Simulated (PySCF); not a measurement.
## TDDFT excited states: C3HP

C₃HP.
Bonds: C1–C2 (triple), C2–C3, C3–P4 (triple). Hydrogens: H5 on C1.

Computed with TDDFT wB97X-D/def2-SVPD, vertical, gas phase, core orbitals frozen in the response (PySCF 2.14.0, density-fitted response routines). Isolated species at its GFN2-xTB geometry, gas phase.

Q: List the vertical singlet excitations with oscillator strengths and describe the spectrum.

A: 

```csv
state,E (eV),E (kJ/mol),λ (nm),f,symmetry,"main configurations (H = HOMO, L = LUMO)"
S1,3.25,314,381.3,0.0000,–,H-1/H→L/L+1 (≥83%)
S2,3.56,344,348.2,0.0000,–,H-1/H→L/L+1 (99%)
S3,3.56,344,348.2,0.0000,–,H-1/H→L/L+1 (99%)
S4,6.23,601,199.1,0.0000,–,H-3/H-2→L/L+1 (≥87%)
S5,6.50,628,190.6,0.0000,–,H-3/H-2→L/L+1 (≥91%)
S6,6.50,628,190.6,0.0000,–,H-3/H-2→L/L+1 (≥91%)
S7,6.67,643,186.0,1.680,Σ+,H-1/H→L/L+1 (≥80%)
```

Triplets, Tamm–Dancoff:

```
state  E (eV)  λ (nm)  main configurations (H = HOMO, L = LUMO)
   T1    2.54   488.2                        H-1/H→L/L+1 (≥81%)
   T2    2.92   424.4                        H-1/H→L/L+1 (≥91%)
   T3    2.92   424.3                        H-1/H→L/L+1 (≥91%)
```

The lowest singlet comes at 381 nm (314 kJ/mol) in the visible; it is dark (f under 0.0005); its leading configuration is HOMO-1/HOMO→LUMO/LUMO+1 (≥83%). The most intense listed level is S7 at 6.67 eV (186 nm, f = 1.680), 3.42 eV above S1. It is the last of those listed, so stronger ones may follow. S2/S3 and S5/S6 lie within about 0.01 eV of each other in each set; the point group C∞v has degenerate representations, and within a degenerate level the listed configurations can mix freely. Löwdin shares by element: HOMO (one of a set within 0.03 eV) carbon 66%, phosphorus 32%; LUMO (one of a set within 0.03 eV) carbon 53%, phosphorus 43%. Of the 7 states listed, 1 reaches f = 0.01 and 6 stay under 0.0005. Weighted by f, the mean energy of these states is 6.67 eV. Orbital energies (eV): HOMO-3 -12.28, HOMO-2 -12.28, HOMO-1 -9.13, HOMO -9.13, LUMO -0.58, LUMO+1 -0.58, LUMO+2 2.38. S1 lies in the visible range (380 to 750 nm), at 381 nm, dark in the vertical dipole picture (f under 0.0005); light of that wavelength is violet, and its complementary colour is yellow-green; a Tamm–Dancoff triplet lies at 488 nm, without intensity as long as spin–orbit coupling is left out. Symmetry labels in C∞v follow from the direction of the transition dipole and are given only for states with f of 0.002 or more. Orbitals of the list HOMO-3 to LUMO+2 that lie within 0.01 eV of each other are written together with a slash and their weights summed (≥ marks a lower bound); for degenerate orbitals outside that list single weights are arbitrary. The window holds the lowest 8 singlets. The highest level found (7.15 eV, f 0.017 so far) is left out, since the window may have cut off a degenerate partner.
